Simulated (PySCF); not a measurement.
**OF: bond curves at several levels of theory**

What are the lowest state that PBE0 finds, the bond length, vibrational wavenumber and bond energy of OF, and how much do these hang on the method?

The runs use PySCF 2.14.0; O 6-31G(d,p), F 6-31G(d,p), no relativity.

## Step 1: Input

The job is set up so:

| Quantity | Value |
| --- | --- |
| atoms | O, F |
| charge | 0 |
| basis | O 6-31G(d,p), F 6-31G(d,p) |
| Hamiltonian | no relativity |
| basis functions | 28 |
| electrons treated | 17 |
| masses in u | 15.9949, 18.9984 |
| levels | PBE0, PBE, r²SCAN, r²SCAN0, M06, B97-3, CAM-B3LYP, HF, MP2, SCS-MP2, CCSD, CCSD(T) |
| grid | 80 radial by 434 angular points |
| occupations | held fixed by the projection of orbital angular momentum |
| dissociation limit | O + F, each in its ground configuration |
| starting distance in angstrom | 1.215 |
| values of 2S to try | 1, 3 |

Started as:

```sh
$ OMP_NUM_THREADS=1 python dia.py task.json out
```

The runs that follow: First curve: PBE0; Other states along the same grid; PBE; r²SCAN; r²SCAN0; M06; B97-3 (global hybrid GGA); CAM-B3LYP (range-separated hybrid); UHF; MP2 and coupled cluster.

**Question.** What will these runs give? Wanted: for each run, Re; ωe; De; μ.

The runs gave:

Lowest PBE0 solution found, without spin–orbit coupling: ²Π (doublet), unpaired electrons π ↑. State 2 has its PBE0 minimum 1.77 eV higher. The other levels ran on the lowest alone.

```tsv
level	Re (Å)	ωe (cm⁻¹)	De (eV)	μ (D)
UHF-CCSD	1.375	1052	1.66	n/a
UHF-CCSD(T)	1.381	1034	1.83	n/a
PBE	1.365	1103	3.29	0.24
r²SCAN	1.358	1122	2.61	0.10
PBE0	1.338	1174	2.42	0.09
r²SCAN0	1.337	1177	1.97	0.00
B97-3	1.342	1167	2.41	0.08
M06	1.335	1176	2.27	0.08
CAM-B3LYP	1.341	1176	2.54	0.09
```

De is counted to O + F in their ground configurations. A positive dipole means O(−)F(+). No constants: UHF (no minimum is bracketed among the points kept); UHF-MP2 (the points don't follow one smooth fit); UHF-SCS-MP2 (the points don't follow one smooth fit).

Bond lengths run from 1.335 Å (M06) to 1.381 Å (UHF-CCSD(T)). Of the levels with a De here, UHF-CCSD gives the least (1.66 eV) and PBE the most (3.29 eV).

Correlated steps freeze 2 core orbitals. T1 is 0.035 near the minimum (highest on the curve 0.076), which may point to more than one leading configuration.
